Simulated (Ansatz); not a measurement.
## Rock-salt TiN

Computed with PBE (plane waves, PAW; Ansatz, an electronic-structure program).

Run with plane-wave cutoff 500 eV, 16×16×16 k mesh, Fermi–Dirac smearing 0.05 eV, no spin polarisation, scalar-relativistic PAW data made under PBE.

Cell: relaxed at this level.

```json
{
  "equilibrium_volume_per_atom": "9.57 Å³/atom",
  "lattice_parameter_a": "4.247 Å"
}
```

Measured, for comparison: equilibrium volume per atom 9.52 Å³/atom, lattice constant a 4.239 Å (temperature not stated, no zero-point or thermal correction; as tabulated in Zhang et al. (2018), doi:10.1088/1367-2630/aac7f0). Computed (rounded) less measured: equilibrium volume per atom +0.5 %, lattice constant a +0.2 %.

Note: the run has no spin polarisation, so it can have missed a magnetic state.

Computed values are for the static lattice.

It cost around 16 core-seconds (rough) of CPU time.
